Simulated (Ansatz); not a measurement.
# Rock-salt HfN: properties by level of theory

Reference values: lattice constant a 4.524 Å (measured, room temperature, not corrected to a static lattice; as tabulated in Seo, Lee, Wen, Petrov, Greene, Gall, J. Appl. Phys. 96, 878 (2004)); bulk modulus 260 GPa (measured, room temperature, no zero-point or thermal correction, our sources range from 260 to 306; as tabulated in Synthesis of Binary Transition Metal Nitrides, Carbides and Borides from the …).

```json
[
 {"level (code)": "PBEsol (Ansatz)", "lattice constant a (Å)": "4.501", "bulk modulus B0 (GPa)": "284"},
 {"level (code)": "revPBE (Ansatz)", "lattice constant a (Å)": "4.567", "bulk modulus B0 (GPa)": "253"},
 {"level (code)": "LC-ωPBE (Ansatz)", "lattice constant a (Å)": "4.501", "bulk modulus B0 (GPa)": "___"},
 {"level (code)": "PBE0-D3(BJ) (Ansatz)", "lattice constant a (Å)": "___", "bulk modulus B0 (GPa)": "301"},
 {"level (code)": "Hartree–Fock (Ansatz)", "lattice constant a (Å)": "___", "bulk modulus B0 (GPa)": "287"}
]
```

Question: Complete the blanks.

Answer: 
- LC-ωPBE (Ansatz, an electronic-structure program), bulk modulus B0 (GPa): 308
- PBE0-D3(BJ) (Ansatz), lattice constant a (Å): 4.488
- Hartree–Fock (Ansatz), lattice constant a (Å): 4.581

Ansatz's density-functional and Hartree–Fock values are scalar-relativistic unless marked +SOC, with PAW data made under PBE.

The computed numbers hold no vibrational or temperature effects.
